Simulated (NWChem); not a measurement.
System: ethylene (C$_{2}$H$_{4}$); SMILES C=C

Computed with NWChem. Pople sets run with spherical d functions. Each level has its own optimisation. Entropies are gas-phase, rigid-rotor, harmonic values for NWChem's default masses at 298.15 K and 1 bar, so the errors hold that model's part too (torsions, anharmonicity).

Measured entropy at 1 bar: 52.4 cal/(mol K) (CRC Handbook, as tabulated in the package chemicals).

| level | entropy at 1 bar (cal/(mol K)) | computed − measured |
|---|---|---|
| PBE/STO-3G | 52.3 | -0.1 |
| PBE/3-21G | 52.4 | 0.0 |
| PBE/6-31G* | [?] | [?] |
| PBE/6-31+G* | 52.5 | +0.1 |
| PBE/6-311G** | 52.4 | 0.0 |
| PBE/6-311++G** | [?] | [?] |

Task: Complete the blanks.

Result: 
- PBE/6-31G*, entropy at 1 bar (cal/(mol K)): 52.5
- PBE/6-31G*, computed − measured: +0.1
- PBE/6-311++G**, entropy at 1 bar (cal/(mol K)): 52.4
- PBE/6-311++G**, computed − measured: 0.0
